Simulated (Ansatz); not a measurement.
A calculation on rock-salt LiH returned elastic constant C11 101 GPa, elastic constant C44 51.6 GPa, Voigt–Reuss–Hill shear modulus 49.1 GPa.

For reference: elastic constant C11 67.1 GPa (measured, temperature not stated, no zero-point or thermal correction; as tabulated in Oses et al. (2018), arXiv:1811.08464); elastic constant C44 46 GPa (measured, temperature not stated, not corrected to a static lattice; as tabulated in Oses et al. (2018), arXiv:1811.08464).

Which level of theory produced these numbers?
A) LDA (Ansatz (an electronic-structure program))
B) r²SCANh (Ansatz)
C) LC-ωPBE (Ansatz)
D) PBE0 (Ansatz)

A, LDA (Ansatz)

The others give: LC-ωPBE 90.1 GPa, 52.5 GPa, 46.7 GPa; r²SCANh 84.6 GPa, 52.2 GPa, 45.0 GPa; PBE0 87.0 GPa, 51.2 GPa, 45.0 GPa.

Unless a cell is named, each level is at its own relaxed cell (LC-ωPBE 8.00, LDA 7.46, PBE0 7.94, r²SCANh 8.00 Å³/atom).

Ansatz's density-functional and Hartree–Fock values are scalar-relativistic unless marked +SOC, with PAW data made under PBE.
